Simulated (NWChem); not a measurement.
## Lowest excitation of hydrogen peroxide (H$_{2}$O$_{2}$)

```xyz
4

O     -0.2942     0.6453    -0.0547
O      0.2942    -0.6453    -0.0547
H      0.3673     1.1503     0.4376
H     -0.3673    -1.1503     0.4376
```
Charge 0, spin multiplicity 1.

All runs are NWChem calculations. The geometry was optimised at PBE0/def2-SVP, a minimum by its harmonic frequencies. It is one conformer; others weren't searched.

Basis set: def2-SVPD.

B3LYP has NWChem's definition, with VWN1-RPA local correlation.

**Question.** One of these methods gave a lowest vertical singlet excitation energy of 7.30 eV. Which?
(A) TD-PBE
(B) CIS
(C) TD-B3LYP
(D) TDA-BHandHLYP

**Answer.** B, CIS. The others give 6.15 (TD-B3LYP), 6.66 (TDA-BHandHLYP), 5.83 (TD-PBE).
